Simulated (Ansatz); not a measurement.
# Worked example: correlation energy of HSiAl⁺, doublet

Geometry: that of the HSiAl, singlet, kept fixed.

| atom | x (Å) | y (Å) | z (Å) |
| --- | --- | --- | --- |
| Si | 0.0000 | -0.0660 | 1.2777 |
| Al | 0.0000 | 0.0144 | -1.3676 |
| H | 0.0000 | 1.4550 | 1.0066 |

Basis 6-31G; Ansatz 0.2.0. Correlated methods freeze the noble-gas cores, which leaves 7 electrons in 18 orbitals. Prefix R: restricted or restricted open-shell reference; prefix U: unrestricted.

Full CI is exact within this basis and frozen core; it isn't the basis-set limit. The frozen core follows each run's orbitals, which can shift R against U totals by a few meV.

Runs differ by some tens of microhartree through their thresholds and, for an open shell, their frozen cores, so steps under 0.1 kcal/mol mean nothing.

```tsv
level	total energy (hartree)
UHF	-531.051672
UMP2	-531.105260
UCCSD	-531.135633
UCCSD(T)	-531.136781
UCCSDT	-531.137224
UCCSDT(Q)	-531.137306
UCCSDTQ	-531.137333
full CI	-531.137333
```

What is the correlation energy at full CI, and what share of it do UMP2 and UCCSDT recover?

E(corr) = -531.137333 − (-531.051672) = -0.085661 hartree = -2.331 eV. UMP2: -0.053588 / -0.085661 = 62.56 %. UCCSDT: -0.085552 / -0.085661 = 99.87 %.

By how many kcal/mol does UCCSD(T) miss full CI (1 hartree = 627.509 kcal/mol), and which steps make up the rest?

-531.136781 − (-531.137333) = 0.000552 hartree = 0.35 kcal/mol. Steps: UCCSDT − UCCSD(T) = -0.28, UCCSDT(Q) − UCCSDT = -0.05, UCCSDTQ − UCCSDT(Q) = -0.02, full CI − UCCSDTQ = 0.00 kcal/mol. That is within 1 kcal/mol of the reference in this basis, which itself misses far more of the correlation at the basis-set limit.
